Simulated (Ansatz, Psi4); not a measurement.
C2H7P (dimethylphosphine): the electronic atomisation energy, rung by rung

C2H7P: 10 atoms, total charge 0, spin state singlet. As SMILES, `CPC`. The coordinates come from a PBE0-D4/def2-TZVP relaxation.

Each level gives the electronic atomisation energy (eV). The values are calculated. Electronic energies at fixed atoms, without zero-point motion or spin-orbit coupling.

| level | kind | program | value (eV) | CPU time (all runs) |
| --- | --- | --- | --- | --- |
| HF/6-311+G** | Hartree–Fock | Ansatz | 26.84 | 4.5 s |
| SVWN5/6-311+G** | LDA | Ansatz | 40.60 | 7.2 s |
| BLYP/6-311+G** | GGA | Ansatz | 35.57 | 14 s |
| M06-L/6-311+G** | meta-GGA | Psi4 | 35.88 | 75 s |
| TPSS/6-311+G** | meta-GGA | Psi4 | 36.39 | 62 s |
| BHLYP/6-311+G** | global hybrid | Ansatz | 35.29 | 13 s |
| wB97M-V/6-311+G** | range-separated hybrid | Ansatz | 36.19 | 1.7 min |
| B2PLYP/6-311+G** | double hybrid | Ansatz | 35.41 | 19 s |
| MP2/6-311+G** | perturbation theory | Ansatz | 34.10 | 5.3 s |

The values span 26.84 to 40.60 eV. CPU times are rough (shared hosts, several kinds of processor): they show what a rung costs within a factor of a few.
